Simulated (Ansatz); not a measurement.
A calculation on fcc Cu returned lattice constant a 3.577 Å, bulk modulus 162 GPa, cohesive energy 3.89 eV/atom.

For reference: lattice constant a 3.595 Å (measured, low-temperature or extrapolated to 0 K; zero-point anharmonic expansion removed; as tabulated in Csonka et al. (2009), arXiv:0903.4037); bulk modulus 144 GPa (measured, 0 K value with the zero-point phonon effect removed, sources range from 140 to 145; as tabulated in Mejia-Rodriguez and Trickey (2018), arXiv:1807.09216); cohesive energy 3.52 eV/atom (measured, zero-point vibration energy added; as tabulated in Harl et al. (2010), doi:10.1103/physrevb.81.115126).

**Question.** Which level of theory produced these numbers?
(A) LDA (Ansatz, a program for electronic structure)
(B) PBE0 (Ansatz)
(C) r²SCAN (Ansatz)
(D) revPBE (Ansatz)

**Answer.** C, r²SCAN (Ansatz)

The others give: LDA 3.518 Å, 189 GPa, 4.56 eV/atom; revPBE 3.660 Å, 128 GPa, 3.12 eV/atom; PBE0 3.631 Å, 130 GPa, 3.08 eV/atom.

Unless a cell is named, each level is at its own relaxed cell (LDA 10.89, PBE0 11.96, r²SCAN 11.44, revPBE 12.26 Å³/atom).

Ansatz's density-functional and Hartree–Fock values are scalar-relativistic unless marked +SOC, with PAW data made under PBE.
